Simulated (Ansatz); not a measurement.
Ansatz (a program for electronic structure) input (CCSD(T)/cc-pwCVTZ): A basis named .json is the Basis Set Exchange file of that set (core-valence sets with the plain set on hydrogen).

Ansatz 0.2 input:
```yaml
crystal:
  periodic: [false, false, false]
  atoms:
    - {symbol: P, position_ang: [0.00516854, -0.00153424, 0.11648047]}
    - {symbol: H, position_ang: [-0.05009241, 1.03292111, -0.85964720]}
    - {symbol: H, position_ang: [-0.02743573, -1.00990756, -0.88755990]}
basis:
  gaussian:
    orbitals: cc-pwCVTZ.json
magnetization: {spin_polarized: true, initial_magnetization: 1}
correlation: {method: ccsd_t, electrons: outside_noble_gas}
```

Output:

```
Functional definition: HF
integrals: 0.12 GiB planned
493 factors; integrals over basis functions are off by at most 9.3e-4 eV
mean field: 0.14 GiB planned
mean field evaluation 1: about -9302.7566 eV, gradient 6.6e0 eV
mean field evaluation 2: about -9302.7568 eV, gradient 6.6e0 eV
mean field evaluation 4: about -9303.2700 eV, gradient 7.1e-1 eV
mean field evaluation 8: about -9303.2781 eV, gradient 3.5e-3 eV
mean field evaluation 16: about -9303.2741 eV, gradient 2.7e-1 eV
mean field evaluation 32: about -9300.3260 eV, gradient 8.1e-4 eV
mean field -9303.27806307 eV, -341.8891628296 hartree, gradient 2.8e-6 eV, S^2 0.769629; 1 other end points of the search recorded, 0 dependent functions left out
determinant -9303.27806307 eV, -341.8891628296 hartree, with singles and doubles -9307.85967791 eV, -342.0575340694 hartree
determinant -9300.32599978 eV, -341.7806765045 hartree, with singles and doubles -9305.02029374 eV, -341.9531886258 hartree
5 core orbitals not correlated
reference -9303.27806307 eV, -341.8891628296 hartree; 4, 3 occupied and 78, 79 virtual orbitals, 493 factors
second order -3.77218595 eV of doubles, -0.00000000 eV of singles
coupled cluster: 0.29 GiB planned
cycle   1  -4.48549086 eV  change   -3.2e-1 eV  update   1.7e-2
cycle   2  -4.49559853 eV  change   -1.0e-2 eV  update   3.6e-3
cycle   3  -4.49774628 eV  change   -2.1e-3 eV  update   1.3e-3
cycle   4  -4.49840028 eV  change   -6.5e-4 eV  update   3.9e-4
cycle   5  -4.49844520 eV  change   -4.5e-5 eV  update   1.3e-4
cycle   6  -4.49847585 eV  change   -3.1e-5 eV  update   4.1e-5
cycle   7  -4.49849126 eV  change   -1.5e-5 eV  update   1.3e-5
cycle   8  -4.49848919 eV  change    2.1e-6 eV  update   4.4e-6
perturbative correction -0.15512611 eV, -0.0057007795 hartree
Total energy: -9307.93167838 eV, -342.0601800377 hartree
```
